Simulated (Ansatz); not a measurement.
Predict the output of the script below (Ansatz 0.2.0 through its Python package).

`f2hsi_ts.py`
```python
import itertools

import ansatz
from ase.data import atomic_numbers, covalent_radii
import numpy as np

geometry_ang = [
    ("F", (1.22695, 0.65298, -0.41028)),
    ("Si", (-0.02806, -0.34289, -0.30109)),
    ("F", (-1.2342, 0.71624, -0.25278)),
    ("H", (0.03531, -1.02633, 0.96415)),
]
geometry = ansatz.Crystal.molecule()
for symbol, xyz in geometry_ang:
    geometry = geometry.atom(symbol, xyz)

job = geometry.calculation()
job = job.basis(gaussian="cc-pVDZ").correlation("mp2")
job = job.spin("collinear", total=1)
symbols = [site.symbol for site in geometry.cartesian_sites]
start = np.array([site.position_ang for site in geometry.cartesian_sites], dtype=float)
r = job.relax(force_tolerance=0.005, max_steps=100).run().report
end = np.array(r["positions_ang"])

a, b, d = end[[0, 2, 3]]
normal = np.cross(b - a, d - a)
normal /= np.linalg.norm(normal)
flat = end.copy()
flat[1] -= 0.8 * ((end[1] - a) @ normal) * normal
guess = np.zeros_like(flat)
guess[1] = normal
near = ansatz.Crystal.molecule()
for symbol, place in zip(symbols, flat):
    near = near.atom(symbol, place.tolist())
search = (
    near.calculation()
    .basis(gaussian="cc-pVDZ")
    .correlation("mp2")
    .spin("collinear", total=1)
    .saddle(mode_guess=guess.tolist(), force_tolerance=0.01, max_steps=40)
)
steps = []
top = search.session().plan().execute(on_event=lambda e: steps.append(e["data"]) if e["event"] == "saddle_step" else None).report
for s in steps:
    print(f"step {s['step']:2d}  E = {s['lagrangian_ev']:.5f} eV  force {s['allowed_force_max_ev_ang']:.4f} eV/A  curvature {s['curvature_ev_ang2']:.3f} eV/A^2")
print(f"minimum {r['free_energy_ev']:.5f} eV, saddle {top['free_energy_ev']:.5f} eV")
print(f"electronic barrier {96.485332 * (top['free_energy_ev'] - r['free_energy_ev']):.2f} kJ/mol")
saddle = np.array(top["positions_ang"])
radius = [covalent_radii[atomic_numbers[s]] for s in symbols]
span = lambda where, i, j: np.linalg.norm(where[i] - where[j])
bonded = [(i, j) for i, j in itertools.combinations(range(len(symbols)), 2) if min(span(end, i, j), span(saddle, i, j)) < 1.2 * (radius[i] + radius[j])]
print("pair        before    after (A)")
for i, j in bonded:
    print(f"{symbols[i]}{i}-{symbols[j]}{j}".ljust(10), f"{span(end, i, j):8.4f} {span(saddle, i, j):8.4f}")
for first, second in list(itertools.combinations(bonded, 2)):
    shared = set(first) & set(second)
    if shared and symbols[(j := shared.pop())] != "H":
        i, k = sorted((set(first) | set(second)) - {j})
        u, v = saddle[i] - saddle[j], saddle[k] - saddle[j]
        angle = np.degrees(np.arccos(np.clip(u @ v / np.linalg.norm(u) / np.linalg.norm(v), -1, 1)))
        print(f"final angle {symbols[i]}{i}-{symbols[j]}{j}-{symbols[k]}{k}: {angle:.2f} deg")
```

Running `python f2hsi_ts.py` prints:
```text
RunWarning: saddle search: converged after 14 steps; from 3 of them it moved with no negative curvature along its mode to follow; the point found lies 0.117 Å from the start (the largest move of one [...]
step  1  E = -13302.43988 eV  force 5.1307 eV/A  curvature -13.803 eV/A^2
step  2  E = -13303.05178 eV  force 3.3537 eV/A  curvature 6.820 eV/A^2
step  3  E = -13302.76685 eV  force 3.1556 eV/A  curvature -6.525 eV/A^2
step  4  E = -13303.13936 eV  force 3.7615 eV/A  curvature 10.960 eV/A^2
step  5  E = -13302.85684 eV  force 3.9775 eV/A  curvature -0.182 eV/A^2
step  6  E = -13303.01521 eV  force 3.2644 eV/A  curvature 11.440 eV/A^2
step  7  E = -13302.74767 eV  force 3.2920 eV/A  curvature -4.537 eV/A^2
step  8  E = -13302.65727 eV  force 3.7619 eV/A  curvature -22.277 eV/A^2
step  9  E = -13302.47970 eV  force 0.7419 eV/A  curvature -146.867 eV/A^2
step 10  E = -13302.48221 eV  force 0.5839 eV/A  curvature -169.247 eV/A^2
step 11  E = -13302.48670 eV  force 0.4903 eV/A  curvature -164.292 eV/A^2
step 12  E = -13302.49908 eV  force 0.0927 eV/A  curvature -146.436 eV/A^2
step 13  E = -13302.49910 eV  force 0.0224 eV/A  curvature -147.573 eV/A^2
step 14  E = -13302.49910 eV  force 0.0056 eV/A  curvature -147.502 eV/A^2
minimum -13304.07565 eV, saddle -13302.49910 eV
electronic barrier 152.11 kJ/mol
pair        before    after (A)
F0-Si1       1.6458   1.6437
Si1-F2       1.6458   1.6437
Si1-H3       1.4896   1.4480
final angle F0-Si1-F2: 113.07 deg
final angle F0-Si1-H3: 123.46 deg
final angle F2-Si1-H3: 123.46 deg
```
(Warnings from the package without file and line, shortened.)

Notes:
- Total energies depend on the basis set; only differences at equal settings carry meaning.
- The energies are electronic: no zero-point or thermal terms, and the basis set is short of its limit. No separate frequency run checks the order of the saddle point.
- The species is open-shell (spin multiplicity 2).
- Wall time of the script: 81 s on 1 thread of Arm Neoverse V1, with other jobs on the host, peak memory 0.19 GiB.

(Lines on the test bed's own set-up are left out of the output.)
